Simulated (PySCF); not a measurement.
AlCl3, SMILES [Cl][Al]([Cl])[Cl].

Geometry optimised at PBE0-D3(BJ)/def2-SVP. The isomer is the one that the SMILES or the coordinates give; other isomers of the formula were not compared.

Calculation: PBE/def2-TZVPD (PySCF).

| Property | Result |
|---|---|
| total energy | -1622.59394 hartree |
| point group | D3h |
| highest occupied level | -8.02 eV |
| lowest empty level | -2.35 eV |
| orbital gap | 5.66 eV |
| dipole moment | 0.00 D |
| quadrupole, principal values (traceless, Buckingham form, about the centre of nuclear charge) | -2.86, -2.86, 5.72 D·Å |
| mean static polarisability | 66.9 bohr³ (9.91 Å³) |
| polarisability, principal values | 52.8, 73.9, 73.9 bohr³ |
